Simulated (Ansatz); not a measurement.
Basis-set extrapolation for `[CH3][Mg][F]` (PBE0-D4/def2-TZVP geometry, frozen core, Ansatz). Multiplicity 1, RHF reference. For Mg the program correlates outer-core shells too, which these sets cover unevenly, so the extrapolated numbers aren't a true limit.

|  | def2-TZVPP | def2-QZVPP |
| --- | --- | --- |
| HF | -338.778025 | -338.794765 |
| MP2 correlation | -0.642526 | -0.720347 |
| CCSD(T) correlation | -0.678696 | -0.757720 |

Energies in hartree. Use E(X) = E(∞) + A·exp(−7.88·√X) for Hartree–Fock and E(X) = E(∞) + B·X^(−2.97) for correlation, with X = 3 and 4.

Q: What is the CCSD(T) energy at the basis-set limit?

A: HF limit: -338.794765 + (-0.016740) × 0.13774 = -338.79707. Correlation limit: -0.757720 + (-0.079024) × 0.74074 = -0.81626. Total: -339.61333 hartree, 411.2 kJ/mol below CCSD(T)/def2-TZVPP.
